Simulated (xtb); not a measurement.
xtb input:

```bash
xtb mol.xyz --gfn 2 --ohess tight --chrg 1 --uhf 0
```
mol.xyz:
```
10

O      0.59392742     1.76628811     0.06928815
C      0.26085006     0.58802067     0.10537183
N      1.11673900    -0.45340425     0.03976908
C     -1.19146863     0.16654639     0.08980461
H      0.89045716    -1.39184826     0.24763670
H     -1.84071021     1.04653936    -0.06095167
H     -1.45241480    -0.56824321    -0.67010382
H     -1.45500123    -0.32678109     1.03030582
H      2.07325790    -0.23542091     0.22268677
H      1.07314021    -0.58653807    -0.95801719
```

Question: Predict the final energy.

Answer: -13.86062 Eh (GFN2-xTB).

It need not be the lowest isomer of its formula.
